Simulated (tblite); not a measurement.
Compound: C3H6NO (doublet state).
SMILES: `[O]N1CCC1`

Computed geometry: GFN2-xTB, gas phase. This method treats the open shell by occupation alone, without spin polarisation.

Take the most abundant isotopes and a rigid rotor. 

(1) Give the principal moments of inertia and the rotational constants in GHz.

(2) Classify the top.

(3) Is it planar, by Δ = Ic − Ia − Ib?

(4) Give the other two planar moments, Paa and Pbb, and the rms extents of the mass along the axes.

(5) Where do the levels up to J = 3 lie, in cm⁻¹?

## Answers

(1) Ia = 44.18, Ib = 102.90, Ic = 137.03 u·Å²; 505379 MHz·u·Å²/I gives 11438, 4912 and 3688 MHz, that is A = 11.438, B = 4.9115, C = 3.6881 GHz.

(2) An asymmetric top. Ray's parameter κ = (2B − A − C)/(A − C) = -0.684; −1 is the prolate and +1 the oblate limit.

(3) Not planar: Δ = Ic − Ia − Ib = -10.05 u·Å². For a rigid frame Δ = −2 Σ m c², so Σ m c² = 5.03 u·Å² lies off the ab plane: 4.76 from hydrogen and 0.27 from heavier atoms. The atom farthest from that plane is 0.95 Å away.

(4) Paa = Σ m a² = (Ib + Ic − Ia)/2 = 97.87 and Pbb = Σ m b² = (Ia + Ic − Ib)/2 = 39.16 u·Å². With the mass M = 72.04 u, the rms extents √(P/M) along a, b and c are 1.17, 0.74, 0.26 Å.

(5) Above 0(0,0):
J = 1: 1(0,1) 0.2869, 1(1,1) 0.5046, 1(1,0) 0.5454
J = 2: 2(0,2) 0.8553, 2(1,2) 1.0375, 2(1,1) 1.1599, 2(2,1) 1.8130, 2(2,0) 1.8182
J = 3: 3(0,3) 1.6956, 3(1,3) 1.8337, 3(1,2) 2.0782, 3(2,2) 2.6735, 3(2,1) 2.6991, 3(3,1) 3.8671, 3(3,0) 3.8675

For this open shell read J as N, the rotation without spin; fine and hyperfine splittings come on top. Its GFN2-xTB frequencies are all real (lowest 108 cm⁻¹). These are rigid-rotor constants of the computed structure; measured ground-state constants (B0) also hold zero-point vibration.

Hardware: one thread of an Arm Neoverse V1 (shared host). Cost: 0.17 s. These figures are those of the optimisation.
